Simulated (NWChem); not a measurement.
# Total energies of isobutene (C₄H₈)

```
C
C 1 1.3494
H 2 1.1018 1 121.44
H 2 1.1018 3 117.13 1 180.00
C 1 1.5080 2 122.13 3 180.00
H 5 1.1072 1 112.17 2 0.00
H 5 1.1122 6 108.14 1 122.78
H 5 1.1122 6 108.14 7 114.44
C 1 1.5080 2 122.13 3 0.00
H 9 1.1072 1 112.17 2 0.00
H 9 1.1122 10 108.14 1 -122.78
H 9 1.1122 10 108.14 11 -114.44
```
Charge 0, spin multiplicity 1.

All runs are NWChem calculations. All single points use one geometry, from PBE/def2-SVP, a minimum by its harmonic frequencies.

Basis set: 6-31G* (72 functions).

```tsv
method	total energy (Ha)
RHF	-156.10566
MP2	-156.62053
B2PLYP	-157.00882
PBE	-156.98815
B3LYP	-157.22316
M06-2X	-157.13019
CCSD(T)	-156.68927
```

Total energies of different functionals aren't comparable as a measure of quality: only differences taken within one method are. 

The correlated methods keep 4 core orbitals frozen. B3LYP has NWChem's definition, with VWN1-RPA local correlation. The Pople sets run with spherical d functions. Coupled-cluster values serve here as a point of comparison, not as the truth.
